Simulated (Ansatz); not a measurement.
# Tungsten, bcc under LDA: testing the Fermi-Dirac smearing

Aim: find which Fermi-Dirac smearing width is enough for energy and pressure. The geometry was relaxed under LDA beforehand and stays fixed; 6 values are run, from 0.01 to 1.0 eV. Wanted are the values from which on the energy stays within 10 and 1 meV/atom, and the pressure within 0.5 GPa, of the narrowest run. Within the series other settings stay, but some runs also write fields, which adds to their time. Spin polarisation is left out.

Program: Ansatz 0.2.0. Level of theory: DFT LDA, plane waves with PAW, scalar-relativistic. These are calculated values, not measurements.

### Step 1. The structure to begin with

Symmetry: Im-3m, No. 229, cubic system. The conventional cell has a = 3.135 Å, b = 3.135 Å, c = 3.135 Å, α = 90.00°, β = 90.00°, γ = 90.00°. Around W (site symmetry m-3m) lie 8 W at 2.72 Å.

Structure file:

```cif
data_structure
_symmetry_space_group_name_H-M 'Im-3m'
_symmetry_Int_Tables_number 229
_cell_length_a 3.1354
_cell_length_b 3.1354
_cell_length_c 3.1354
_cell_angle_alpha 90.000
_cell_angle_beta 90.000
_cell_angle_gamma 90.000
_cell_volume 30.82
loop_
_atom_site_label
_atom_site_type_symbol
_atom_site_symmetry_multiplicity
_atom_site_Wyckoff_symbol
_atom_site_fract_x
_atom_site_fract_y
_atom_site_fract_z
_atom_site_occupancy
W1 W 2 a 0.00000 0.00000 0.00000 1
```

### Step 2. With a width of 0.01 eV

The run at 0.01 eV.

The input, input.yaml:

```yaml
crystal:
  lattice:
    - [-1.567686725, 1.567686725, 1.567686725]
    - [1.567686725, -1.567686725, 1.567686725]
    - [1.567686725, 1.567686725, -1.567686725]
  atoms:
    - { symbol: W, position: [0.0, 0.0, 0.0] }
hamiltonian:
  xc: lda
  pseudopotentials:
    kind: paw
    azcp:
      W: "pseudopotentials/W.paw.azcp"
basis:
  ecutwfc: 420
  fft_grid_basis: typed
kpoints:
  mp_grid: { grid: [14, 14, 14], shift: [0, 0, 0] }
magnetization:
  spin_polarized: false
scf:
  occupations: { method: fermi_dirac, width: 0.01 }
  lower_state_search: "off"
output:
  stress: true
```

On the command line:

```bash
ansatz run input.yaml --threads 2 --pin off --max-ram 5120MiB --backend cpu --events-out ev --progress --plain --runs-dir out
```

### Step 3. With a width of 0.03 eV

The run at 0.03 eV.

input.yaml: that of step 2 with these lines changed.

```diff
@@ -21,3 +21,3 @@
 scf:
-  occupations: { method: fermi_dirac, width: 0.01 }
+  occupations: { method: fermi_dirac, width: 0.03 }
   lower_state_search: "off"
@@ -25 +25,5 @@
   stress: true
+  write_density: true
+  write_potential: true
+  elf: true
+  volumetric_format: npy
```

### Step 4. With a width of 0.2 eV

The run at 0.2 eV.

input.yaml: that of step 3 with these lines changed.

```diff
@@ -21,3 +21,3 @@
 scf:
-  occupations: { method: fermi_dirac, width: 0.03 }
+  occupations: { method: fermi_dirac, width: 0.2 }
   lower_state_search: "off"
@@ -25,5 +25 @@
   stress: true
-  write_density: true
-  write_potential: true
-  elf: true
-  volumetric_format: npy
```

### Step 5. With a width of 0.3 eV

The run at 0.3 eV.

input.yaml: that of step 4 with these lines changed.

```diff
@@ -21,3 +21,3 @@
 scf:
-  occupations: { method: fermi_dirac, width: 0.2 }
+  occupations: { method: fermi_dirac, width: 0.3 }
   lower_state_search: "off"
```

### Step 6. With a width of 0.6 eV

The run at 0.6 eV.

input.yaml: that of step 5 with these lines changed.

```diff
@@ -21,3 +21,3 @@
 scf:
-  occupations: { method: fermi_dirac, width: 0.3 }
+  occupations: { method: fermi_dirac, width: 0.6 }
   lower_state_search: "off"
```

### Step 7. With a width of 1.0 eV

The run at 1.0 eV.

input.yaml: that of step 6 with these lines changed.

```diff
@@ -21,3 +21,3 @@
 scf:
-  occupations: { method: fermi_dirac, width: 0.6 }
+  occupations: { method: fermi_dirac, width: 1.0 }
   lower_state_search: "off"
```

(Steps that only read results are left out.)

Q: Predict the outcome of this session.

The runs gave:

| quantity | value |
| --- | --- |
| E(σ → 0) stays within 10 meV/atom of 0.01 eV | up to 0.3 eV |
| E(σ → 0) stays within 1 meV/atom | up to 0.03 eV |
| pressure stays within 0.5 GPa | up to 0.2 eV |
| pressure at 0.01 eV | -0.09 GPa |
| energy of a separate run on a finer mesh (23×23×23) | -12.7 meV/atom from 0.01 eV |

**Reading.** The far end, 1.0 eV, lies +167.5 meV/atom and +16.2 GPa from the yardstick. The free energy F moves by -1171.4 meV/atom over the range, and the estimate for σ → 0 by +167.5. In theory F falls as the square of the width under this scheme, but here the ratio is not steady: the mesh at narrow widths, or a density of states that varies over the wide ones, can both cause that. The mesh (14×14×14) is fixed, so the narrowest widths carry a k-point error of their own. The yardstick itself is unsettled by 12.7 meV/atom against the finer mesh, so the thresholds above hold only within this series, and wider smearing, which averages over more states, can land nearer the fine-mesh value than the narrowest does.
